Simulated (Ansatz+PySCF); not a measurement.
A calculation with PySCF 2.14.0.

```python
from pyscf import gto, scf, cc

mol = gto.M(atom="""
B 0.000000 0.000000 0.000000
N 0.000000 0.000000 1.937500
""", basis='sto-3g', charge=0, spin=0)
mf = scf.UHF(mol)
mf.kernel()
mycc = cc.CCSD(mf, frozen=2).run()
et = mycc.ccsd_t()
print(mf.e_tot, mycc.e_corr, et, mycc.e_tot + et)
```

The script is written out from the run's settings.

Output:

```
Converged                       : yes
Reference energy                : -77.62290 hartree
CCSD correlation energy         : -0.20982 hartree
Triples correction              : -0.06428 hartree
Total energy                    : -77.89700 hartree
Spin squared of the determinant : 0.000
```

This is not the lowest solution: another run reaches a determinant 5.66 eV lower. Caution: large amplitudes, a single reference is doubtful; another spin multiplicity may lie lower.
